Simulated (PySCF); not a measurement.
Species: BClFH.
Numbering: `[F:1][BH:2][Cl:3]` (hydrogens: H4 on B2)

Cartesian coordinates in Å at the PBE0-D3(BJ)/def2-SVP level; atoms count from 1:
```xyz
4
BClFH angstrom
F     -0.7114   -0.1941    0.1049
B      0.2013    0.7462    0.1039
Cl     1.8821    0.2812    0.1123
H     -0.1262    1.9025    0.0971
```

The closed-shell ground state was solved at several levels (PySCF, density fitting, gas phase, non-relativistic).

```
             level  basis functions  HOMO (eV)  LUMO (eV)  gap (eV)  dipole (D)
    B97-2/pcSseg-2              129      -9.26      -1.12      8.14        0.76
    PBE0/def2-SVPD               78      -9.59      -1.23      8.36        0.74
    B3LYP/pcSseg-2              129      -9.26      -1.39      7.87        0.76
       PBE0/6-31G*               48      -9.37      -0.75      8.62        0.76
     PBE0/pcSseg-2              129      -9.53      -1.14      8.39        0.76
        PBE0/6-31G               33      -9.54      -1.12      8.42        1.05
PBE0/6-311+G(2d,p)               95      -9.53      -1.20      8.33        0.74
      KT3/pcSseg-2              129      -8.23      -2.06      6.17        0.69
BHandHLYP/pcSseg-2              129     -10.85      -0.09     10.76        0.88
```

Task: What might PBE0/cc-pVDZ (51 basis functions) give for the same quantities?

Result: HOMO -9.37 eV, LUMO -0.88 eV, gap 8.49 eV, dipole 0.68 D.

Task: Over all these levels, which gives the widest orbital gap and which the narrowest?

Result: BHandHLYP/pcSseg-2 (global hybrid, 50 % exact exchange) has the widest, 10.76 eV, and KT3/pcSseg-2 (GGA) the narrowest, 6.17 eV. The two share the basis. From the narrowest to the widest the HOMO moves by -2.62 eV and the LUMO by +1.97 eV.

Task: How much does the basis alone move the frontier levels among the 6 PBE0 rows (the withheld one included)?

Result: The HOMO by 0.22 eV and the LUMO by 0.48 eV. By rising basis size (HOMO, LUMO in eV): 6-31G -9.54, -1.12; 6-31G* -9.37, -0.75; cc-pVDZ -9.37, -0.88; def2-SVPD -9.59, -1.23; 6-311+G(2d,p) -9.53, -1.20; pcSseg-2 -9.53, -1.14.

Task: In the pcSseg-2 basis, how does the gap go with the fixed share of exact exchange?

Result: KT3 (0 %) 6.17 eV; B3LYP (20 %) 7.87 eV; B97-2 (21 %) 8.14 eV; PBE0 (25 %) 8.39 eV; BHandHLYP (50 %) 10.76 eV. Each rise in the share widens the gap here.

Task: How far do the dipole and the HOMO energy spread over the levels?

Result: The dipole runs from 0.68 to 1.05 D (mean 0.78 D) and the HOMO from -10.85 to -8.23 eV.
